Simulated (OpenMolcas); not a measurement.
C3H6O (SMILES C=CCO): the vertical energy of the triplet above the singlet from total energies

C3H6O has 10 atoms, charge 0, and is taken as a singlet. As SMILES, `C=CCO`. Geometry: relaxed at PBE0-D4/def2-TZVP. This is one conformer, not always the lowest.

Both states at this one shape; open shells run unrestricted unless said. 1 Eh = 27.2114 eV.

```
       level     program  singlet C3H6O (Eh)  triplet C3H6O (Eh)
    HF/3-21G  OpenMolcas         -190.850681         -190.717830
BLYP/cc-pVDZ  OpenMolcas         -193.036494         -192.869102
PBE0/cc-pVDZ  OpenMolcas         -192.898298         -192.737289
```

Problem. Work out the vertical gap, second state less first, at each level.

Solution. 
1. HF/3-21G: -190.717830 − (-190.850681) = 0.132851 Eh = 3.62 eV.
2. BLYP/cc-pVDZ: -192.869102 − (-193.036494) = 0.167392 Eh = 4.55 eV.
3. PBE0/cc-pVDZ: -192.737289 − (-192.898298) = 0.161009 Eh = 4.38 eV.

No measured value is set beside it here; the levels span 3.62 to 4.55 eV. Hartree–Fock favours the state with fewer electron pairs, since it lacks pair correlation.
